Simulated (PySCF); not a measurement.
Mapped SMILES: `[NH2:1][SiH2:2][PH3+:3]`. Each H is labelled by its parent atom.

Geometry: GFN2-xTB; GIAO shifts from PySCF 2.14, gas phase, non-relativistic, averaged over equivalent atoms.

At BLYP/ANO-RCC-VDZP (85 basis functions, about 60 core-seconds):
```json
{"atoms": "N1", "δ (ppm)": "44.3"}
{"atoms": "Si2", "δ (ppm)": "-55.1"}
{"atoms": "P3", "δ (ppm)": "92.1"}
{"atoms": "H(Si2)", "δ (ppm)": "6.14"}
{"atoms": "H(P3)", "δ (ppm)": "4.17"}
{"atoms": "H(N1)", "δ (ppm)": "2.42"}
```

References, each an isolated molecule treated in the same way: NH3 for 15N (274.78 ppm); 29Si (374.30 ppm) and 1H (31.86 ppm) against TMS; 31P (668.47 ppm) vs PH3.

What do these become at OPBE/aug-pcSseg-1?

Answers


| atoms | δ at OPBE/aug-pcSseg-1 | change |
| --- | --- | --- |
| N1 | 21.8 | -22.5 |
| Si2 | -24.7 | +30.4 |
| P3 | 96.9 | +4.8 |
| H(Si2) | 6.25 | +0.11 |
| H(P3) | 4.33 | +0.16 |
| H(N1) | 2.38 | -0.04 |

δ = σ(ref) − σ, references computed at the same level: NH3 for 15N (σ = 259.29 ppm); 29Si (σ = 357.35 ppm), 1H (σ = 31.62 ppm) vs TMS; 31P (σ = 622.87 ppm) vs PH3.

The largest change is at Si2 (silicon bonded to N, P, 2 H). Cost: 155 basis functions, of the order of 40 core-seconds.

Experimental scales use liquid or dissolved standards, which lie at an offset from isolated NH3 (liquid NH3: subtract about 20 ppm).
